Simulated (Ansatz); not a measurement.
**Structure optimisation: europium, bcc**

The calculation used Ansatz, DFT, BLYP, plane waves (420 eV) with PAW, scalar-relativistic. The PAW files were generated under PBE, with cores re-solved for the functional.

k-point mesh 7×7×7, Fermi-Dirac smearing 0.05 eV, starting moments 7.00, -7.00 μB. Cell and atoms relax.

Starting structure:

```
Eu
1.0
     4.55100    0.00000    0.00000
     0.00000    4.55100    0.00000
     0.00000    0.00000    4.55100
Eu
2
Direct
  0.00000 0.00000 0.00000
  0.50000 0.50000 0.50000
```

The pressure at the start is -0.6 GPa. By how much does the volume change?

From 47.13 to 44.64 Å³ per atom, -5.3 %. The final cell has a = 4.469 Å.

How much energy does the relaxation gain?

4.8 meV per atom.

Path of the relaxation (the plane waves are chosen anew near the end, which can shift the energy a little):

```json
{"step": "0", "E − E(final) (meV/atom)": "4.79", "V (Å³/atom)": "47.129", "P (GPa)": "-0.61", "max force (eV/Å)": "0.000"}
{"step": "1", "E − E(final) (meV/atom)": "1.78", "V (Å³/atom)": "46.324", "P (GPa)": "-0.42", "max force (eV/Å)": "0.000"}
{"step": "2", "E − E(final) (meV/atom)": "-1.24", "V (Å³/atom)": "44.635", "P (GPa)": "0.03", "max force (eV/Å)": "0.000"}
{"step": "3", "E − E(final) (meV/atom)": "0.00", "V (Å³/atom)": "44.635", "P (GPa)": "0.02", "max force (eV/Å)": "0.000"}
```

Which magnetic state does it end in?

antiferromagnetic, largest moment 6.91 μB in the atomic sphere; moments 6.91, -6.91 μB.

Real europium orders as a helical antiferromagnet, which these cells can't hold.

The f occupation was not exhaustively searched.
